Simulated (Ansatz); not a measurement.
Two shapes of doublet C2H.

Shape 1:

```xyz
3

H    -0.0046   -0.0658   -1.5099
C    -0.0280   -0.1393   -0.4778
C     0.0226    0.0452    0.8875
```

Shape 2:

```xyz
3

H    -0.0077   -0.0098   -1.5236
C    -0.0020   -0.0888   -0.4879
C     0.0160    0.0380    0.8306
```

Basis set: aug-cc-pVDZ (spherical functions). Frozen core: 2 orbitals. Charge 0, multiplicity 2.

Computed with Ansatz (development build ahead of 0.2.0); each method stands on the lowest determinant of its kind that the runs found.

(1) Which shape is lower in energy, and by how much in each method?

Answers

(1)

```tsv
method	E(2) − E(1) (eV)
UHF	-0.248
UHF-MP2	0.219
```

The methods disagree on the order. Caution: the unrestricted determinant is a mixture of spin states.
